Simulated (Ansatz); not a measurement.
Input file:

```yaml
crystal:
  periodic: [false, false, false]
  atoms:
    - {symbol: In, position_ang: [-0.008490, -0.485958, 0.012455]}
    - {symbol: Cl, position_ang: [-0.009323, 0.788530, -1.918338]}
    - {symbol: Cl, position_ang: [0.038641, 0.847840, 1.878329]}
    - {symbol: H, position_ang: [-0.064136, -2.200039, -0.011509]}
basis:
  gaussian: {orbitals: def2-SVP}
magnetization: {spin_polarized: true, initial_magnetization: 0}
correlation: {method: ccsd_t, electrons: outside_noble_gas, diis_vectors: 12}
output: {forces: true}
```

```sh
$ ansatz run in.yaml --threads 1 --pin off --events-out ev --progress --plain --max-ram 2393MiB
```

Q: Roughly how long does this take on 1 thread of Intel Xeon 6975P-C, shared host, and how much host memory?

A: 7 s wall and 0.28 GiB.

```
706 factors; integrals over basis functions are off by at most 4.2e-4 eV
mean field evaluation 1: about -30165.1966 eV, gradient 1.3e1 eV
mean field evaluation 2: about -30165.2129 eV, gradient 1.3e1 eV
mean field evaluation 4: about -30166.5031 eV, gradient 8.3e-1 eV
mean field evaluation 8: about -30166.5128 eV, gradient 5.1e-4 eV
mean field -30166.51282908 eV, -1108.5988988720 hartree, gradient 3.9e-6 eV, S^2 0.000000; 0 other end points of the search recorded, 0 dependent functions left out
19 core orbitals not correlated: weight in the atoms' cores, before any rotation towards them, 0.705 or more for the frozen orbitals, at most 0.278 for the correlated occupied ones
reference -30166.51282908 eV, -1108.5988988720 hartree; 9, 9 occupied and 39, 39 virtual orbitals, 706 factors
second order -8.61290031 eV of doubles, -0.00000000 eV of singles
cycle   1  -9.25231290 eV  change   -6.4e-1 eV  update   6.3e-2
cycle   2  -9.44973575 eV  change   -2.0e-1 eV  update   2.0e-2
cycle   3  -9.48636110 eV  change   -3.7e-2 eV  update   9.3e-3
cycle   4  -9.48395329 eV  change    2.4e-3 eV  update   2.5e-3
cycle   5  -9.48292344 eV  change    1.0e-3 eV  update   7.7e-4
cycle   6  -9.48282357 eV  change    1.0e-4 eV  update   2.5e-4
cycle   7  -9.48283009 eV  change   -6.5e-6 eV  update   7.4e-5
cycle   8  -9.48284725 eV  change   -1.7e-5 eV  update   2.0e-5
cycle   9  -9.48284927 eV  change   -2.0e-6 eV  update   6.5e-6
cycle  10  -9.48284791 eV  change    1.4e-6 eV  update   2.1e-6
perturbative correction -0.18609049 eV, -0.0068386993 hartree
the calculation of the forces begins
mean field evaluation 16: about -30166.4923 eV, gradient 8.9e-2 eV
Total energy: -30176.18176748 eV, -1108.9542258042 hartree
Atom 0 at    -0.008490    -0.485958     0.012455 Å, force    -0.041998    -0.641207    -0.273634 eV/Å
Atom 1 at    -0.009323     0.788530    -1.918338 Å, force     0.006786     0.321603    -0.598978 eV/Å
Atom 2 at     0.038641     0.847840     1.878329 Å, force     0.027351     0.483629     0.834840 eV/Å
Atom 3 at    -0.064136    -2.200039    -0.011509 Å, force     0.007862    -0.164024     0.037772 eV/Å
Dipole moment:    -0.001878    -0.480006     0.045197 e Å
```

Forces (eV/Å):
```
In  -0.042 -0.641 -0.274
Cl   0.007  0.322 -0.599
Cl   0.027  0.484  0.835
H    0.008 -0.164  0.038
```
